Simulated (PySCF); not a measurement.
Species: C₄H₆NS (charge +1).
Z-matrix (Å and degrees, PBE0-D3(BJ)/def2-SVP geometry), rows numbered from 1:
```
C 
N   1  1.4631
C   2  1.3774  1  122.58
C   3  1.3586  2  112.31  1   179.81
S   4  1.7166  3  110.77  2    -0.02
C   2  1.3254  1  123.94  3   179.73
H   1  1.0953  2  109.30  3  -179.88
H   1  1.0980  2  109.25  3   -60.05
H   1  1.0980  2  109.28  3    60.28
H   3  1.0898  2  120.02  1    -0.26
H   4  1.0901  3  127.79  2   179.96
H   6  1.0911  2  123.17  1     0.24
```

The closed-shell ground state was solved at several levels (PySCF, density fitting, gas phase, non-relativistic).

```tsv
level	basis functions	HOMO (eV)	LUMO (eV)	gap (eV)
CAM-B3LYP/def2-SVPD	175	-14.28	-5.47	8.81
HF/pcSseg-2	307	-14.96	-2.89	12.07
```

(1) What might PBE0/pcSseg-1 (139 basis functions) give for the same quantities?

(2) Over all these levels, which gives the widest orbital gap and which the narrowest?

## Answers

(1) HOMO -13.08 eV, LUMO -6.64 eV, gap 6.44 eV.

(2) HF/pcSseg-2 (Hartree–Fock, all exact exchange) has the widest, 12.07 eV, and PBE0/pcSseg-1 (global hybrid, 25 % exact exchange) the narrowest, 6.44 eV. Functional and basis both differ between the two, so the spread mixes both effects. The HOMO need not be the same orbital at Hartree–Fock and at DFT levels.
